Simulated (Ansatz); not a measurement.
# FH5Si: the cost of one run

All numbers below are computed with Ansatz 0.2.0 (RKS CAM-B3LYP-D4/def2-SVP).

1 further run of the same task is left out (it didn't finish).

### Step 1. The system as given

Bond lengths: Si1–H3 1.460 Å, Si1–H4 1.459 Å, Si1–H5 1.459 Å, Si1–F6 1.890 Å. Angles: H3–Si1–H4 109.5°, H3–Si1–H5 109.5°, H3–Si1–F6 178.9°, H4–Si1–H5 109.5°, H4–Si1–F6 70.0°, H5–Si1–F6 70.0°.

As a file:

```xyz
7

Si    0.0000    0.0000    0.0000
H     0.0000    0.0000    1.8100
H     1.3768    0.0000   -0.4862
H    -0.6877    1.1914   -0.4862
H    -0.6877   -1.1914   -0.4862
F    -1.7936    0.0000    0.5960
H    -0.9735    0.0000    1.6930
```

### Step 2. Pulling towards end A

Springs on the bonds that form and break draw the guess towards this end; the thresholds are loose.

Contents of input.yaml:

```yaml
crystal:
  periodic: [false, false, false]
  atoms:
    - { symbol: Si, position_ang: [0.0, 0.0, 0.0] }
    - { symbol: H, position_ang: [0.0, 0.0, 1.81] }
    - { symbol: H, position_ang: [1.3768, 0.0, -0.4862] }
    - { symbol: H, position_ang: [-0.6877, 1.1914, -0.4862] }
    - { symbol: H, position_ang: [-0.6877, -1.1914, -0.4862] }
    - { symbol: F, position_ang: [-1.7936, 0.0, 0.596] }
    - { symbol: H, position_ang: [-0.9735, 0.0, 1.693] }
basis:
  gaussian: { orbitals: def2-SVP }
hamiltonian:
  xc: cam_b3lyp
  dispersion: d4
relax:
  f_tol: 0.15
  max_steps: 25
  restrain:
    - { distance: [0, 5], at: 2.79, k: 30.0 }
    - { distance: [6, 1], at: 1.86, k: 30.0 }
    - { distance: [0, 1], at: 1.46, k: 30.0 }
    - { distance: [6, 5], at: 0.92, k: 30.0 }
```

On the command line:

```
$ ansatz run input.yaml --threads 1 --pin off --max-ram 2048MiB --backend cpu --events-out ev --progress --plain --runs-dir out
```

Q: Estimate wall time and peak memory on 1 thread of Arm Neoverse V1, shared host.

About 11 s, with a peak of 0.11 GiB.
